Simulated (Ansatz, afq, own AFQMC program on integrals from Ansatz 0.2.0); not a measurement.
# Atomization energy of ZrCl, quartet

```xyz
2

Zr    0.0000    0.0000    0.0000
Cl    0.0000    0.0000    2.3446
```

Atoms in their ground-state spins without spin–orbit coupling (mostly on UHF) minus the molecule (UHF), without zero-point energy. The geometry is a stationary point, not shown to be a minimum.

Basis def2-SVP with its core potentials. Only valence electrons are correlated. AFQMC by an in-house program on the Cholesky factors that Ansatz 0.2.0 writes for its CCSD(T) run. The CISD trial takes its coefficients from CCSD amplitudes. Released means that phaseless walkers are propagated on without the constraint, phases kept. Error bars are statistical, one sigma. No spin–orbit coupling. The metal's outer-core s and p shells are frozen, which shifts wave-function levels against functionals. The errors of all members are added in quadrature.

No full CI on the walks' own integrals is used here; CCSDT(Q) serves as the reference and is uncertain by about the last step of the cluster series. Each member takes its own surest rung, up to full CI.

The best estimate is CCSD(T) at the basis-set limit (CBS: def2-TZVPP and def2-QZVPP, with their diffuse functions for anions and beside diffuse sets, CCSD(T) itself extrapolated) plus the step from CCSD(T) to CCSDT(Q) in def2-SVP. Rows without CBS are in def2-SVP, the functionals in def2-TZVP; B2PLYP and the wave-function rows carry a basis error of their own. Core correlation and relativity beyond core potentials are missing, and ± holds the sampling alone.

Cautions: no spin-orbit coupling; outer-core shells of the metal frozen; ZrCl (quartet): lower spins were not checked; Zr (triplet): its ph-AFQMC/CISD value lies 21.6 ± 1.1 meV above full CI.

```tsv
level	atomization energy (kJ/mol)
HF	381.6
B3LYP	443.3
CCSD	403.5
```

Problem. From these cheaper values, estimate the atomization energy at the level of the best estimate.

Solution. 444.2 kJ/mol (best estimate, highest rung CCSDT(Q)).

```csv
level,atomization energy (kJ/mol),error against the best estimate (kJ/mol)
MP2,436.1,-8.1
CCSD(T),408.4,-35.9
CCSDT,406.7,-37.5
CCSDT(Q),407.3,-37.0
ph-AFQMC/CISD,408.3 ± 0.2,-35.9 ± 0.2
released AFQMC,408.3 ± 0.6,-36.0 ± 0.6
HF/CBS,387.1,-57.2
MP2/CBS,475.9,31.6
CCSD(T)/CBS,445.4,1.2
wB97M-V,449.5,5.3
B2PLYP,439.6,-4.6
```

Correlation beyond CCSD(T) takes off 1.2 kJ/mol. Going to the basis-set limit adds 37.1 kJ/mol at CCSD(T). The perturbative (T) step is worth +4.9 kJ/mol.

Best estimates are given only where the step beyond CCSD(T) is under 0.3 eV and no member's determinant is very poor (T1 over 0.05, or 0.07 for open shells, ⟨S²⟩ too high by 0.3, two states mixed), so the hardest cases are missing from such tables.

The functionals ran in a triple-zeta set and keep a basis error of their own, a few kJ/mol for each bond in atomization energies and more for double hybrids, so close places among them and the extrapolated levels can swap.

CCSDT and higher add their correlation energy to the determinant of the CCSD(T) run, since their own runs factorise the integrals more tightly (a shift of under 2 meV). Each member of a difference takes its own highest rung, so a best estimate needn't equal the limit plus the step of one row. Released energies are given only where the last usable release times agree within the noise; a slower fall can still hide under it. The exponents were fitted on light atoms, and def2 sets of heavy atoms don't grow evenly, so the limit is rough here.
